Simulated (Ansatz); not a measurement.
We consider 1T (CdI2-type) CdI2, described by PBEsol+SOC in Ansatz (plane waves, PAW).

Settings: plane-wave cutoff 520 eV, 12×12×6 k mesh (along the axes of the cell as run), Fermi–Dirac smearing 0.01 eV, PAW data made under PBE.

Cell (measured lattice):

```cif
data_CdI2
_chemical_formula_sum 'Cd1 I2'
_space_group_name_H-M_alt 'P 1'
_space_group_IT_number 1
_cell_length_a 4.24400
_cell_length_b 4.24400
_cell_length_c 6.85900
_cell_angle_alpha 90.000
_cell_angle_beta 90.000
_cell_angle_gamma 120.000
loop_
_space_group_symop_operation_xyz
  'x, y, z'
loop_
_atom_site_label
_atom_site_type_symbol
_atom_site_fract_x
_atom_site_fract_y
_atom_site_fract_z
_atom_site_occupancy
Cd1 Cd 0.00000 0.00000 0.00000 1
I1 I 0.33333 0.66667 0.24920 1
I2 I 0.66667 0.33333 0.75080 1
```

Predict the band gap and smallest direct gap on the k points sampled.


- band gap: 1.96 eV (indirect)
- smallest direct gap on the k points sampled: 2.21 eV

Note: cell and atoms aren't relaxed at this level (pressure -0.3 GPa).

Computed values are for the static lattice.

The result took very roughly 5 core-minutes.

Ansatz is a program for electronic structure.
